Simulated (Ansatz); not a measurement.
**SiH4 (singlet): wave-function methods side by side at a displaced geometry (v1), 6-31G**

How much of the correlation energy of SiH4 (singlet) does each wave-function method recover here?

The runs use Ansatz 0.2.0, Gaussian basis; 6-31G, core rule «outside noble gas», up to 5 orbitals frozen.

Plan: UHF; CCSD(T) on RHF; BCCD(T) on RHF; CISD; CCSDT(Q) on RHF; CISDTQ; CCSDTQ on RHF; CASSCF and MRCISD+Q, 8 electrons in 8 orbitals; CASSCF and NEVPT2, 8 electrons in 8 orbitals; Full CI.

17 further runs of the same task are left out: 7 that didn't finish, 10 set aside as unsound or not needed.

## (1) The system

The geometry is a PBE0/def2-TZVP stationary point (not a proven minimum) with its atoms shifted at random (size 0.040 Å).

5 atoms, charge 0, spin multiplicity 1.

Atoms are counted from 1 here; the program's logs count them from 0.

Bond lengths: Si1–H2 1.468 Å, Si1–H3 1.401 Å, Si1–H4 1.520 Å, Si1–H5 1.478 Å. Angles: H2–Si1–H3 109.8°, H2–Si1–H4 111.6°, H2–Si1–H5 113.4°, H3–Si1–H4 107.8°, H3–Si1–H5 108.7°, H4–Si1–H5 105.3°.

As a file:

```csv
atom,x (Å),y (Å),z (Å)
Si1,0.00337,-0.00012,0.00516
H2,0.85839,0.84248,0.85084
H3,-0.80905,-0.81138,0.80884
H4,-0.90701,0.83576,-0.87996
H5,0.76377,-0.86345,-0.92342
```

## (2) UHF

The input, in.yaml:

```yaml
crystal:
  periodic: [false, false, false]
  atoms:
    - {symbol: Si, position_ang: [0.003370, -0.000123, 0.005157]}
    - {symbol: H, position_ang: [0.858387, 0.842480, 0.850835]}
    - {symbol: H, position_ang: [-0.809050, -0.811379, 0.808836]}
    - {symbol: H, position_ang: [-0.907006, 0.835765, -0.879955]}
    - {symbol: H, position_ang: [0.763770, -0.863446, -0.923423]}
basis:
  gaussian: {orbitals: 6-31G}
magnetization: {spin_polarized: true, initial_magnetization: 0}
hamiltonian: {xc: hf}
output: {orbitals: {seedname: orbitals}}
```

Run with:

```bash
> ansatz run in.yaml --threads 1 --pin off --events-out ev --progress --plain --max-ram 2393MiB
```

The runs that follow: CCSD(T) on RHF; BCCD(T) on RHF; CISD; CCSDT(Q) on RHF; CISDTQ; CCSDTQ on RHF; CASSCF and MRCISD+Q, 8 electrons in 8 orbitals; CASSCF and NEVPT2, 8 electrons in 8 orbitals; Full CI.

Before running them: what should the planned runs give, taken together? Wanted: FCI below the RHF energy; RMP2 from FCI; RCCSD from FCI; RCCSD(T) from FCI; RCCSDT(Q) from FCI; NEVPT2 valence from FCI; MRCISD+Q valence from FCI; T1 diagnostic; effectively unpaired electrons.

The runs gave:

| quantity | value |
| --- | --- |
| FCI below the RHF energy | -2.3201 eV |
| RMP2 from FCI | +659.6 meV |
| RCCSD from FCI | +31.1 meV |
| RCCSD(T) from FCI | +8.9 meV |
| RCCSDT(Q) from FCI | +0.2 meV |
| NEVPT2 valence from FCI | +180.2 meV |
| MRCISD+Q valence from FCI | +10.4 meV |
| levels within 1 kcal/mol (43 meV) | RCCSD, RCCSD(T), BCCD(T), RCCSDT, CISDTQ, RCCSDT(Q), RCCSDTQ, MRCISD valence, MRCISD+Q valence |
| T1 diagnostic | 0.008 |
| effectively unpaired electrons | 0.03 |

RCCSD(T) lands +8.9 meV from the yardstick (0.4 % of the correlation energy). One determinant dominates. Of the multireference levels listed MRCISD+Q valence comes nearest in total energy (+10.4 meV), which doesn't show that its space is the better one. These misses are within one basis, not against nature.
